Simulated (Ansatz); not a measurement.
# Two structures, one formula

Two relaxed structures of CH₃BN (charge -1), closed shell (PBE0-D4/def2-TZVPD; forces vanish, vibrations not checked).

A:

| atom | x (Å) | y (Å) | z (Å) |
| --- | --- | --- | --- |
| B1 | 1.3926 | -0.3768 | 0.6962 |
| N2 | 0.2898 | -0.0726 | 0.0890 |
| C3 | -0.7767 | 0.2318 | -0.5978 |
| H4 | -1.3775 | -0.5462 | -1.0697 |
| H5 | -0.9814 | 1.2645 | -0.8820 |
| H6 | 1.5790 | -0.5392 | 1.8696 |

B:

B1  (-0.732, 0.224, -0.612)
N2  (0.384, -0.094, 0.091)
C3  (1.474, -0.388, 0.633)
H4  (-1.458, -0.655, -1.035)
H5  (-1.011, 1.387, -0.824)
H6  (1.343, -0.475, 1.747)
(Å)

Computed with Ansatz 0.2.0 (basis: def2-TZVPPD); correlated methods freeze the cores. B3LYP uses VWN-RPA correlation.

**Question.** Which structure is lower at CCSD(T), and by how much? (To be estimated.)

**Answer.** By the calculation: B, by 52.9 kJ/mol (electronic energy, against the other). By their contacts, A is CH₃BN ([BH][N][CH2]), total charge -1 and B is CH₃BN ([BH2][N][CH]), total charge -1.

All methods give the same order:

```tsv
method	E(B) − E(A) (kJ/mol)
PBE-D4	-36.1
r2SCAN-D4	-40.9
PBE0-D4	-43.4
B3LYP-D4	-46.1
wB97M-V	-60.5
HF	-87.0
MP2	-39.6
CCSD	-60.1
CCSD(T)	-52.9
```

No T1 diagnostic of these runs exceeds 0.030. The highest PBE0 orbital of the anion lies well above zero, so the extra electron may be unbound in the gas phase. The restricted Hartree–Fock reference is unstable towards an unrestricted one at one or more of these structures.

Labels in which every atom is bracketed show which atoms are joined, not bond orders.

For scale, one of the runs: CCSD(T)/def2-TZVPPD, 162 basis functions, launched by `ansatz run in.yaml --threads 2 --pin off --events-out ev --progress --plain --max-ram 4352MiB`. Hardware: 2 CPU threads of an Arm Neoverse V2, shared host. Wall time 17 s; peak host memory 1.3 GiB.
